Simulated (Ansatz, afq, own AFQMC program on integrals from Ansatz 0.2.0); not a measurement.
AFQMC on a folder of integrals that Ansatz 0.2.0 wrote.

```yaml
crystal:
  periodic: [false, false, false]
  atoms:
    - {symbol: Si, position_ang: [-0.082198, 0.000000, 0.000000]}
    - {symbol: H, position_ang: [-0.577070, 1.399708, 0.000000]}
    - {symbol: H, position_ang: [-0.577070, -0.699854, 1.212183]}
    - {symbol: H, position_ang: [-0.577070, -0.699854, -1.212183]}
    - {symbol: H, position_ang: [1.573802, 0.000000, 0.000000]}
    - {symbol: H, position_ang: [2.447802, 0.000000, 0.000000]}
basis:
  gaussian: {orbitals: cc-pVTZ}
magnetization: {spin_polarized: true, initial_magnetization: 1}
correlation: {method: ccsd_t, electrons: outside_noble_gas, hamiltonian_folder: ham}
```

```sh
$ ansatz run in.yaml --threads 1 --pin off --events-out ev --progress --plain --max-ram 16896MiB --backend cuda --devices 0, --max-vram 18GiB
```

Options of the walk:

```
--method phaseless --trial hf --walkers 1100 --populations 20 --least-time 40 --time-step 0.005 --steps-per-block 20 --equilibration-blocks 112 --max-blocks 4000 --target-error 0.0009000 --factor-cut 1e-05 --start spin_pure --seed 2403 --taylor-order 6
```

Times are imaginary, in 1/Eh. The walk had a cap of 95 s. With eight or more populations the least sampling time is a fifth of least-time, and the error comes from their spread.

Output of the walk:

```
orbitals 99  electrons 5 4  factors 571 of 575
reference energy -291.73338477 Eh
CCSD correlation -0.19110313 Eh in 10 cycles, weight of the determinant in the CISD state 0.9007
energy of the start -291.733924 Eh
 block  time / (1/Eh)  mean weight  energy / Eh
     1     0.100  1.0008  -291.776646
     2     0.200  1.0007  -291.805161
     3     0.300  1.0014  -291.827851
     4     0.400  1.0009  -291.844352
     5     0.500  1.0007  -291.859796
     7     0.700  1.0006  -291.879538
     9     0.900  1.0003  -291.892973
    11     1.100  1.0004  -291.902438
    21     2.100  0.9998  -291.922554
    31     3.100  0.9996  -291.924644
    41     4.100  0.9998  -291.924728
    51     5.100  0.9998  -291.928896
    61     6.100  1.0001  -291.935689
    71     7.100  1.0006  -291.936864
    81     8.100  1.0002  -291.933468
    91     9.100  0.9999  -291.935206
   101    10.100  0.9998  -291.924951
   111    11.100  0.9999  -291.926471
   116    11.600  0.9992  -291.938851
   121    12.100  1.0000  -291.936179
   131    13.100  1.0000  -291.932036
   141    14.100  0.9993  -291.933285
   151    15.100  0.9998  -291.927609
   161    16.100  1.0004  -291.930399
   171    17.100  0.9997  -291.928097
   181    18.100  1.0001  -291.929615
   191    19.100  1.0005  -291.932392
   201    20.100  1.0001  -291.929686
error from the spread of 20 populations
energy -291.930983 +/- 0.000811 Eh
(rows thinned)
```

The run passed its tests (sampling time, drift between the halves within three errors, error under three times the target), which doesn't prove that it has relaxed. The second half of the sampling lies above the first by 1.9 errors of their difference, so the energy may still be moving and its error bar be too small.

Against this walk (error 22.1 meV) on the same determinant: CCSD(T) 47.7 meV higher, CCSDT(Q) 17.9 meV higher (within the noise), a separate phaseless walk with a CISD trial and standard settings 19.2 ± 22.2 meV higher (within the noise). The error is statistical and leaves out the bias of the constraint.

Cautions: constraint bias not in the error.

The walk took 45 s on 1 × NVIDIA H100 80GB HBM3 with 2 threads of AMD EPYC 7R13 Processor (Zen 3), on a shared host (the card was shared). The log's last line is the phaseless energy.

CCSDT and higher add their correlation energy to the determinant of the CCSD(T) run, since their own runs factorise the integrals more tightly (a shift of under 2 meV). A walk keeps the symmetry of its determinant, which the program's search chose and which needn't be the lowest solution, so a lower state of the same spin and another symmetry isn't excluded.
